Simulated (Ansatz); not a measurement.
Geometry optimisation, RKS revPBE-D4/def2-SVP in Ansatz.

The input (input.yaml):

```yaml
crystal:
  periodic: [false, false, false]
  atoms:
    - { symbol: "N", position_ang: [-0.6034, 0.7014, 0.523] }
    - { symbol: C, position_ang: [0.1542, -0.1265, 0.0566] }
    - { symbol: O, position_ang: [1.0814, -0.6412, 0.8017] }
    - { symbol: O, position_ang: [0.2303, -0.5973, -1.1825] }
    - { symbol: H, position_ang: [-1.3149, 1.025, -0.2251] }
    - { symbol: H, position_ang: [1.0339, -0.215, 1.6884] }
    - { symbol: H, position_ang: [-0.5202, -0.2144, -1.7077] }
basis:
  gaussian: { orbitals: def2-SVP }
hamiltonian:
  xc: revpbe
  dispersion: d4
relax:
  f_tol: 0.02
  max_steps: 50
```

Run as:

```bash
$ ansatz run input.yaml --threads 1 --pin off --max-ram 2048MiB --backend cpu --events-out ev --progress --plain --runs-dir out
```

Problem. Where does it end, and by what steps?

Solution. The forces met the threshold. After 6 steps the energy has fallen by 0.420 eV; H5 moved furthest, 0.09 Å.

```
step  energy less start (eV)  largest force component (eV/Å)  accepted
   0                  0.0000                           5.553       yes
   1                 -0.3907                           0.941       yes
   2                 -0.4156                           0.474       yes
   3                 -0.4164                           0.194       yes
   4                 -0.4188                           0.202       yes
   5                 -0.4195                           0.062       yes
   6                 -0.4202                           0.009       yes
```

```xyz
7
Properties=species:S:1:pos:R:3
N -0.663 0.755 0.530
C 0.153 -0.111 0.047
O 1.132 -0.654 0.801
O 0.238 -0.647 -1.201
H -1.353 1.078 -0.160
H 1.025 -0.237 1.679
H -0.471 -0.253 -1.741
```

Run time: 14 s on 1 thread of Arm Neoverse V1, with other jobs on the host, peak memory 0.13 GiB.
